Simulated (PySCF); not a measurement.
Gas-phase reaction: SiO₂ + SiF₂(OH)₂ + 4 FO ⇌ 2 SiF₃OH + 3 O₂

Computed with PySCF and rigid-rotor harmonic-oscillator thermochemistry at 1 bar. † marks an energy on the PBE0/def2-TZVP geometry and frequencies. MP2 freezes the core. Open shells (unrestricted): FO (multiplicity 2, electronic degeneracy 4), O₂ (multiplicity 3); the rest are closed-shell singlets. Spin-orbit splitting is ignored; it lowers the true energy and changes the entropy of FO. B3LYP is the form with VWN-RPA correlation. No R ln 2 is added for the mirror-image form of SiF₂(OH)₂. SiF₂(OH)₂, SiF₃OH: computed as isolated molecules; such fragments, hydroxides, amides, oligomers or adducts are transient or little studied in the gas. MP2 isn't extrapolated to the basis-set limit; its ΔH°(298 K) is -1896.2 kJ in def2-SVP and -1896.5 kJ in def2-TZVPP. The harmonic model lacks anharmonicity and excited electronic states, which grow with temperature; levels with a mode under 35 cm⁻¹ are left out. Internal rotation in SiF₂(OH)₂, SiF₃OH is treated as a harmonic vibration of one conformer, which makes the entropy rough.

```json
[
 {"level": "B3LYP/def2-TZVP†", "ΔE electronic, kJ": "-1744", "ΔH°(298 K), kJ": "-1731", "ΔS°(298 K), J/K": "-177", "ΔG°(600 K), kJ": "-1625"},
 {"level": "BLYP/def2-TZVP†", "ΔE electronic, kJ": "-1656", "ΔH°(298 K), kJ": "-1643", "ΔS°(298 K), J/K": "-177", "ΔG°(600 K), kJ": "-1537"},
 {"level": "M06-2X/def2-TZVP†", "ΔE electronic, kJ": "-1853", "ΔH°(298 K), kJ": "-1840", "ΔS°(298 K), J/K": "-177", "ΔG°(600 K), kJ": "-1734"},
 {"level": "MP2/def2-SVP†", "ΔE electronic, kJ": "-1909", "ΔH°(298 K), kJ": "-1896", "ΔS°(298 K), J/K": "-177", "ΔG°(600 K), kJ": "-1790"},
 {"level": "PBE/def2-TZVP†", "ΔE electronic, kJ": "-1695", "ΔH°(298 K), kJ": "-1682", "ΔS°(298 K), J/K": "-177", "ΔG°(600 K), kJ": "-1576"},
 {"level": "PBE0/def2-SVP†", "ΔE electronic, kJ": "-1779", "ΔH°(298 K), kJ": "-1766", "ΔS°(298 K), J/K": "-177", "ΔG°(600 K), kJ": "-1660"},
 {"level": "r2SCAN/def2-TZVP†", "ΔE electronic, kJ": "-1792", "ΔH°(298 K), kJ": "-1779", "ΔS°(298 K), J/K": "-177", "ΔG°(600 K), kJ": "-1673"}
]
```
ΔH° is lowest at MP2/def2-SVP† and highest at BLYP/def2-TZVP†. No reference value is set beside these.
